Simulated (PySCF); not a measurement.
C₃H₆O.
Geometry (PBE0-D3(BJ)/def2-SVP, Å), atoms numbered from 1 in this order:
```
atom  x, y, z in Å
C1     1.366   -0.324   -0.399
C2     0.761    0.779    0.058
O3    -0.528    0.941    0.390
C4    -1.370   -0.170    0.255
H5     0.848   -1.270   -0.561
H6     2.432   -0.285   -0.623
H7     1.311    1.713    0.209
H8    -2.372    0.145    0.572
H9    -1.412   -0.519   -0.792
H10   -1.036   -1.010    0.891
```

Computed, not measured: core-valence-separated Tamm–Dancoff BHandHLYP/aug-pcX-1 (pcseg-1 on H) in PySCF, non-relativistic, gas phase, PBE0-D3(BJ)/def2-SVP geometry. The energies are unshifted.

The lowest roots of each edge with f over 0.003 (five at most, numbered afresh; weaker and dark ones are left out), with transition dipoles (au) in the frame of the coordinates:

```csv
root,edge,E (eV),f,μx,μy,μz
1,C,283.14,0.0532,0.0185,-0.0239,0.0822
2,C,284.40,0.0733,-0.0215,0.0281,-0.0963
3,C,285.47,0.0085,-0.0251,0.0212,0.0118
4,C,285.75,0.0203,-0.0428,-0.0328,0.0000
5,C,286.78,0.0066,0.0063,-0.0085,0.0289
6,O,533.68,0.0169,-0.0075,0.0100,-0.0338
7,O,534.34,0.0154,0.0118,0.0315,0.0067
8,O,534.74,0.0054,-0.0085,-0.0181,-0.0034
9,O,536.44,0.0034,0.0069,0.0143,0.0026
```

**Question.** Molecules are fixed in this frame and the field points along (1, 0, −1)/√2. What effective strengths 3 f cos²θ do the roots have (θ between field and μ)?

**Answer.** root 1 (C1): 0.042, root 2 (C2): 0.058, root 3 (C1): 0.014, root 4 (C1): 0.019, root 5 (C1): 0.005, root 6 (O3): 0.013, root 7 (O3): 0.001, root 8 (O3): 0.001, root 9 (O3): 0.000. Root 2 is the strongest. Averaged over all orientations cos²θ is 1/3, which gives f back.

Rough CPU time on one thread of a shared machine: about 18 s.

One conformer stands for the species.
